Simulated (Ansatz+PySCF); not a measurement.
## singlet PN: levels of theory in one basis

```xyz
2

P     0.0000    0.0000   -0.5115
N     0.0000    0.0000    1.0962
```

Basis set: def2-SVP (spherical functions). Frozen core: 6 orbitals. Charge 0, multiplicity 1.

Computed with Ansatz (development build ahead of 0.2.0); each method stands on the lowest determinant of its kind that the runs found. NEVPT2 correlates all electrons. Active spaces start from the frontier orbitals, and the lowest solution found is given.

```json
{"method": "RHF", "E − E(RHF) (eV)": "0.00", "<S²> of the determinant": "0.00"}
{"method": "UHF", "E − E(RHF) (eV)": "-1.07", "<S²> of the determinant": "1.19"}
{"method": "RHF-MP2", "E − E(RHF) (eV)": "-8.62", "<S²> of the determinant": "–"}
{"method": "UHF-MP2", "E − E(RHF) (eV)": "-6.55", "<S²> of the determinant": "1.19"}
{"method": "UHF-CCSD", "E − E(RHF) (eV)": "-8.36", "<S²> of the determinant": "1.19"}
{"method": "RHF-CCSD(T)", "E − E(RHF) (eV)": "-8.92", "<S²> of the determinant": "–"}
{"method": "RHF-CCSDT(Q)", "E − E(RHF) (eV)": "-9.02", "<S²> of the determinant": "–"}
{"method": "UHF-CCSDT(Q)", "E − E(RHF) (eV)": "-9.00", "<S²> of the determinant": "1.19"}
{"method": "CASSCF(10,8)", "E − E(RHF) (eV)": "-4.34", "<S²> of the determinant": "–"}
{"method": "SC-NEVPT2(10,8)", "E − E(RHF) (eV)": "-8.34", "<S²> of the determinant": "–"}
```

Q: What does UHF-CCSD(T) give on the same scale?

A: -8.80 eV.

Q: Is a single determinant a sound starting point here?

A: It is doubtful. Unrestricted orbitals lower Hartree–Fock by 1.07 eV and <S²> is 1.19 where a pure state has 0.00, a sign of strong static correlation. The CASSCF(10,8) natural occupations are 1.99, 1.99, 1.96, 1.89, 1.89, 0.12, 0.12, 0.04.

Caution for RHF, RHF-MP2, RHF-CCSD(T), RHF-CCSDT(Q): an unrestricted determinant lies well below. Caution for UHF, UHF-MP2, UHF-CCSD, UHF-CCSD(T), UHF-CCSDT(Q): the unrestricted determinant is a mixture of spin states. Caution for RHF-MP2, RHF-CCSD(T), RHF-CCSDT(Q): large share of triples, a single reference is doubtful. Caution for UHF-MP2, UHF-CCSD, UHF-CCSD(T), UHF-CCSDT(Q): a plain start can end on a higher determinant. Caution for UHF-MP2, UHF-CCSD(T): another reference gives a lower total. Caution for RHF-CCSD(T): the program doubts this total.
